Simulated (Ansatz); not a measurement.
**H3O2 (doublet): wave-function methods side by side at distance O1–H3 along a hydrogen transfer = 0.960 Å, cc-pVDZ**

How much of the correlation energy of H3O2 (doublet) does each wave-function method recover here?

Computed with Ansatz 0.2.0, Gaussian basis. Level: cc-pVDZ, core rule «outside noble gas», up to 2 orbitals frozen.

Plan: UHF; CCSD(T) on ROHF; CCSD(T) on UHF; BCCD(T) on ROHF; CISD; CCSDT(Q) on ROHF; CCSDT(Q) on UHF; CASSCF and MRCISD+Q, 3 electrons in 3 orbitals; CASSCF and NEVPT2, 3 electrons in 3 orbitals; CASSCF and NEVPT2, 15 electrons in 11 orbitals.

17 further runs of the same task are left out: 2 for a mislabelled method, 13 that didn't finish, 2 set aside as unsound or not needed.

## 1. What is computed

The geometry derives from fragments relaxed apart (PBE0/def2-TZVP) and kept rigid, so it is no stationary point. A hydrogen atom is moved between rigid fragments.

5 atoms, charge 0, spin multiplicity 2.

Atoms are counted from 1 here; the program's logs count them from 0.

Bond lengths: O1–H2 0.960 Å, O1–H3 0.960 Å, H3–O4 1.252 Å, O4–H5 0.973 Å. Angles: H2–O1–H3 105.1°, O1–H3–O4 180.0°, H3–O4–H5 105.0°.

## 2. UHF

File in.yaml:

```yaml
crystal:
  periodic: [false, false, false]
  atoms:
    - {symbol: O, position_ang: [-1.101858, 0.000385, 0.000000]}
    - {symbol: H, position_ang: [-1.351167, 0.926961, 0.000000]}
    - {symbol: H, position_ang: [-0.142329, 0.000385, 0.000000]}
    - {symbol: O, position_ang: [1.110142, 0.000385, 0.000000]}
    - {symbol: H, position_ang: [1.362001, -0.939565, 0.000000]}
basis:
  gaussian: {orbitals: cc-pVDZ}
magnetization: {spin_polarized: true, initial_magnetization: 1}
hamiltonian: {xc: hf}
output: {orbitals: {seedname: orbitals}}
```

Run with:

```sh
> ansatz run in.yaml --threads 1 --pin off --events-out ev --progress --plain --max-ram 2393MiB
```

Further steps of the session: CCSD(T) on ROHF; CCSD(T) on UHF; BCCD(T) on ROHF; CISD; CCSDT(Q) on ROHF; CCSDT(Q) on UHF; CASSCF and MRCISD+Q, 3 electrons in 3 orbitals; CASSCF and NEVPT2, 3 electrons in 3 orbitals; CASSCF and NEVPT2, 15 electrons in 11 orbitals.

Before running them: what should the planned runs give, taken together? Wanted: UCCSDT(Q) below the RHF energy; RMP2 from UCCSDT(Q); UMP2 from UCCSDT(Q); RCCSD from UCCSDT(Q); RCCSD(T) from UCCSDT(Q); UCCSD(T) from UCCSDT(Q); RCCSDT(Q) from UCCSDT(Q); NEVPT2 pair from UCCSDT(Q); MRCISD+Q pair from UCCSDT(Q).

As calculated:

| quantity | value |
| --- | --- |
| UCCSDT(Q) below the RHF energy | -10.9555 eV |
| RMP2 from UCCSDT(Q) | +84.0 kJ/mol |
| UMP2 from UCCSDT(Q) | +83.5 kJ/mol |
| RCCSD from UCCSDT(Q) | +21.0 kJ/mol |
| RCCSD(T) from UCCSDT(Q) | +3.6 kJ/mol |
| UCCSD(T) from UCCSDT(Q) | +3.5 kJ/mol |
| RCCSDT(Q) from UCCSDT(Q) | +0.1 kJ/mol |
| NEVPT2 pair from UCCSDT(Q) | +80.6 kJ/mol |
| MRCISD+Q pair from UCCSDT(Q) | +14.2 kJ/mol |
| NEVPT2 valence from UCCSDT(Q) | +121.8 kJ/mol |
| levels within 1 kcal/mol (43 meV) | RCCSD(T), UCCSD(T), BCCD(T), RCCSDT, UCCSDT, RCCSDT(Q) |
| T1 diagnostic | 0.028 |
| effectively unpaired electrons | 1.01 |

RCCSD(T) lands +3.6 kJ/mol from the yardstick (0.3 % of the correlation energy). One determinant dominates. Of the multireference levels listed MRCISD+Q pair comes nearest in total energy (+14.2 kJ/mol), which doesn't show that its space is the better one. These misses are within one basis, not against nature; the frozen cores of restricted and unrestricted runs differ, which can shift their rows.
